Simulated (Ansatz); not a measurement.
Relaxation of C2H6N2O (11 atoms, charge 0, multiplicity 1), to a largest force component of 0.015 eV/Å in at most 40 steps.

The calculation used RHF/6-31G* in Ansatz.

```xyz
11
Properties=species:S:1:pos:R:3:forces:R:3
C -1.186 0.506 0.939 -2.52 4.07 -0.09
N -0.460 -0.513 0.341 0.29 -2.32 0.61
C 0.503 -0.269 -0.547 4.84 1.72 -3.00
N 0.842 0.809 -1.194 -5.47 -0.69 4.09
O 1.335 -1.340 -0.682 -1.63 -1.19 1.32
H -2.048 0.143 1.522 0.74 -0.18 -0.37
H -0.587 1.171 1.588 -0.21 -0.50 -0.25
H -1.641 1.204 0.149 0.87 -1.28 1.23
H -0.302 -1.311 0.960 0.16 0.73 -1.19
H 1.590 0.712 -1.762 2.51 -0.68 -1.84
H 2.019 -1.169 -1.293 0.41 0.32 -0.50
```

Question: Where does it end, and by what steps?

Answer: The run converged. After 6 steps the energy has fallen by 0.687 eV; N4 moved furthest, 0.15 Å.

| step | energy less start (eV) | largest force component (eV/Å) | accepted |
| --- | --- | --- | --- |
| 0 | 0.0000 | 5.465 | yes |
| 1 | -0.5900 | 2.241 | yes |
| 2 | -0.6698 | 0.584 | yes |
| 3 | -0.6841 | 0.301 | yes |
| 4 | -0.6843 | 0.210 | yes |
| 5 | -0.6867 | 0.029 | yes |
| 6 | -0.6869 | 0.010 | yes |

```xyz
11
Properties=species:S:1:pos:R:3
C -1.193 0.566 0.912
N -0.409 -0.522 0.375
C 0.587 -0.285 -0.514
N 0.760 0.830 -1.071
O 1.307 -1.408 -0.698
H -2.017 0.148 1.476
H -0.612 1.217 1.559
H -1.587 1.159 0.101
H -0.283 -1.329 0.942
H 1.506 0.821 -1.741
H 2.005 -1.254 -1.320
```

Whether the end is a true minimum wasn't checked by a vibrational analysis.

The run took 16 s on 1 thread of Arm Neoverse V1 (shared host), peak memory 0.15 GiB.
